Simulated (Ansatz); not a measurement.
# BCl2, SMILES Cl[B]Cl: a relaxed scan of one distance

With Ansatz 0.2.0, Python API.

Notebook, run cell by cell (the value of a cell's last expression is shown):

**Cell 1**
```python
import ansatz as az
import numpy as np
```

**Cell 2**
```python
BASIS_SET = 'def2-SVP'
FUNCTIONAL = 'b3lyp'
```

**Cell 3**
```python
geometry = (
    az.Crystal.molecule()
    .atom('Cl', (0.4289, -1.6289, 0.0495))
    .atom('B', (-0.549, -0.0294, -0.3007))
    .atom('Cl', (0.1092, 1.5935, 0.238))
)
```

**Cell 4**
```python
calc = geometry.calculation()
calc = calc.basis(gaussian=BASIS_SET).functional(FUNCTIONAL)
calc = calc.spin('collinear', total=1)
symbols = [site.symbol for site in geometry.cartesian_sites]
pairs = [(0, 1), (1, 2)]
print('held (A)   E (eV)        ', '  '.join(f'{symbols[i]}{i}-{symbols[j]}{j}' for i, j in pairs))
for length in [1.75, 1.91, 2.06, 2.29, 2.57]:
    data = calc.relax(constraints=[az.DistanceConstraint((0, 1), at=length)], force_tolerance=0.02, max_steps=60).run().report
    xyz = np.array(data['positions_ang'])
    print(f'{length:6.2f} {data["free_energy_ev"]:14.5f}  ', '  '.join(f'{np.linalg.norm(xyz[i] - xyz[j]):.3f}' for i, j in pairs))
```
Output:
```text
held (A)   E (eV)         Cl0-B1  B1-Cl2
DeckWarning: relax.constraints: the input's atoms, or those drawn, lie off the distances that are held; a relaxation that starts there is brought onto them ahead of its first SCF, by positions alone, [...]
  1.75   -25714.03107   1.750  1.734
  1.91   -25713.77878   1.910  1.721
  2.06   -25713.33561   2.060  1.710
  2.29   -25712.57019   2.290  1.697
  2.57   -25711.75356   2.570  1.688
```

Total energies depend on the basis set; only differences at equal settings carry meaning. Warnings are shown shortened and without file and line. The energies are electronic: no zero-point or thermal terms, and the basis set is short of its limit. The species is open-shell (spin multiplicity 2). b3lyp holds the VWN-RPA fit, as in Gaussian; the form of ORCA and Turbomole is b3lyp5. The whole script took 45 s on 1 thread of Arm Neoverse V2, with other jobs on the host, peak memory 0.19 GiB.

(Lines on the test bed's own set-up are left out of the output.)
